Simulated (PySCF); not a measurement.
# BS at revPBE

Computed with revPBE; PySCF, spin-free X2C with a Gaussian nucleus, basis sets B x2c-TZVPPall, S x2c-TZVPPall.

| Property | Result |
| --- | --- |
| state | ²Σ⁺ (doublet), unpaired electrons σ ↑ |
| bond length | 1.625 Å |
| harmonic wavenumber | 1150 cm⁻¹ |
| force constant | 6.39 mdyn/Å |
| rotational constant Be | 0.7792 cm⁻¹ |
| anharmonicity ωexe | 5.98 cm⁻¹ |
| vibration–rotation constant αe | 0.00568 cm⁻¹ |
| well depth De to B + S | 578 kJ/mol |
| dissociation energy D0 | 571 kJ/mol |
| bond order (Mayer) | 2.53 |
| dipole moment (positive dipole means B(−)S(+)) | -0.66 D |

The state was picked by a PBE0 search and need not be the measured ground state.
